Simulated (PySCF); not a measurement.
# Telling isomers of C$_{5}$H$_{8}$O apart by NMR

[PySCF: shieldings: GIAO PBE0/pcSseg-1; coordinates at the GFN2-xTB level; averaged over atoms made equivalent by symmetry, fast rotation or ring inversion; a single conformation; gas phase; relativity neglected]

References, each an isolated molecule treated in the same way: TMS for $^{1}$H, $^{13}$C. Where no couplings were computed, multiplicities follow the n + 1 count of equivalent neighbours, and m marks all less simple cases (inequivalent or close neighbours, rings, F or P nearby). Shifts are as computed. Against solution values, carbons near 30 ppm lie about +3 ppm off and those near 130 ppm about +5 ppm. Of 1211 compounds with measured shifts, 218 miss one by over three times the rms of a fit or turn the order of signals round; such compounds aren't used in these exercises.

(1) Tabulate the signals of `C=C(C=O)CC`, `C=C(C)CC=O` and their relative energies.

(2) What is the quickest way to tell C=C(C=O)CC from C=C(C)CC=O?

## Answers

(1) 
| SMILES | carbon types | δC | δH | E rel. (kcal/mol) |
| --- | --- | --- | --- | --- |
| C=C(C=O)CC | 1×C 1×CH 2×CH2 1×CH3 | 198.0, 161.3, 140.7, 28.1, 18.1 | 9.77 (s, 1H), 6.64 (br s, 1H), 6.08 (br s, 1H), 2.38 (q, 2H), 1.07 (t, 3H) | 0.0 |
| C=C(C)CC=O | 1×C 1×CH 2×CH2 1×CH3 | 201.2, 144.0, 123.0, 58.6, 24.1 | 9.63 (t, 1H), 5.46 (m, 1H), 5.32 (m, 1H), 3.00 (d, 2H), 1.80 (s, 3H) | 3.7 |

Energies are electronic energies at PBE0/pcSseg-1 on these geometries, without zero-point or thermal terms, each for the one conformer computed, which needn't be the lowest.

(2) Both give the same number of carbon signals, with the same numbers of each carbon type, so the positions decide. The first has an allylic sp3 CH2 at 28.1 ppm, the second an sp3 CH2 α to a carbonyl at 58.6 ppm. Their most deshielded carbons lie at 198.0 and 201.2 ppm.
